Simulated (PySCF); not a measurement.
**Cl: electron affinity**

Cl⁻ [Ar] (1S) → Cl [Ne] 3s2 3p5 (2P), as a difference of total energies. Calculation: PySCF 2.14, in aug-cc-pCVTZ-DK (8s7p5d3f, 75 functions); the spin-free X2C one-electron Hamiltonian (Gaussian nucleus). Correlated levels: nothing frozen. The calculations carry no spin-orbit coupling.

```json
{"method": "UHF", "electron affinity (eV)": "2.359"}
{"method": "MP2 (all electrons)", "electron affinity (eV)": "3.628"}
{"method": "SCS-MP2 (all electrons)", "electron affinity (eV)": "3.527"}
{"method": "CCSD (all electrons)", "electron affinity (eV)": "3.396"}
{"method": "CCSD(T) (all electrons)", "electron affinity (eV)": "3.492"}
```

A first-order spin-orbit estimate (lowest level to lowest level, LS coupling) adds -0.035 eV.

Errors of the correlated levels include the incompleteness of this basis.

Problem. Which method comes closest to the reference value, and which is furthest?

Solution. The reference is 3.613 eV (measured; photodetachment measurements, as compiled on the Wikipedia data page of electron affinities). Closest: MP2 (all electrons) (error -0.020 eV); furthest: UHF (error -1.289 eV), both after the spin-orbit estimate.
